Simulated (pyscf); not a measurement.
Structures and frequencies: ωB97X-D3(BJ)/def2-SVP in PySCF. MP2 and CC: frozen core, UHF for open shells. ΔMP2 is the change of the MP2 total energy from the triple- to the quadruple-zeta basis.

### Question
Estimate by transition-state theory the rate constant of `[Cl][GeH3]` + `[H]` [doublet] → `[GeH3]` [doublet] + `[ClH]` (doublet surface; Cl–Ge broken, Cl–H formed) at 1200 K, with CCSD(T)/def2-TZVPP + ΔMP2(QZVPP) energies (ideal gas, 1 atm, RRHO with modes under 100 cm⁻¹ raised to 100, one conformer, R ln 2 for rigid chiral ones; no tunnelling).

### Answer
The electronic barrier is 13.2 kcal/mol and the thermal terms add +25.5, so ΔG‡ = 38.7 kcal/mol. With k_BT/h = 2.50e+13 s⁻¹ and RT = 2.385 kcal/mol, and a volume of 1.64e-19 cm³ per molecule at 1 atm, k = 3.7e-13 cm³ molecule⁻¹ s⁻¹. Wigner's tunnelling factor for 1029i cm⁻¹ would be 1.06. A shift of 1 kcal/mol in the barrier changes k by a factor 1.5. The same reactants have a lower exit, to Cl–GeH₂• + H₂ (barrier +3.1 kcal/mol at ωB97M-D3(BJ), against +13.5 kcal/mol here). One saddle was located; it need not be the lowest between these sides. The angle at the transferred Cl is 180°. The CCSD(T) − MP2 part came from Ansatz, without density fitting, on the same reference. The frozen core leaves the outer d or s,p core shells of the metals and heavy elements correlated in the MP2 and CC values, and def2-TZVPP describes them poorly, which can shift differences by a few kcal/mol. Elements up to Kr have no core potential and no relativistic terms here.
